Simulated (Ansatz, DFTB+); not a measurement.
Longitudinal phonon frequency at X of fcc Cu: levels of theory against measurement

Reference value: 240 cm⁻¹ (measured, temperature not stated, not corrected to a static lattice; as tabulated in He et al. (2014), arXiv:1309.4805).

Problem. Put these levels in order of the longitudinal phonon frequency at X that they give for fcc Cu, smallest first: BLYP (Ansatz, a quantum-chemistry and plane-wave program), GFN1-xTB as cut by DFTB+, revPBE (Ansatz).

Solution. GFN1-xTB as cut by DFTB+ (152 cm⁻¹), BLYP (205 cm⁻¹), revPBE (229 cm⁻¹)

Unless a cell is named, each level is at its own relaxed cell (GFN1-xTB as cut by DFTB+ 13.63, BLYP 12.69, revPBE 12.26 Å³/atom).

Differences against the reference: GFN1-xTB as cut by DFTB+ -37 %, BLYP -14.6 %, revPBE -4.6 %.

The measured value isn't corrected to a static lattice, so vibrations enter the comparison.  GFN1-xTB as cut by DFTB+: the method was fitted mainly to molecules. GFN1-xTB as cut by DFTB+: codes differ in how they cut the long-range tail of xTB's charge interaction in a crystal, so the value belongs to this code. Each level is taken at its own relaxed cell. Ansatz's density-functional and Hartree–Fock values are scalar-relativistic unless marked +SOC, with PAW data made under PBE.

Differences are worked out from the printed values.
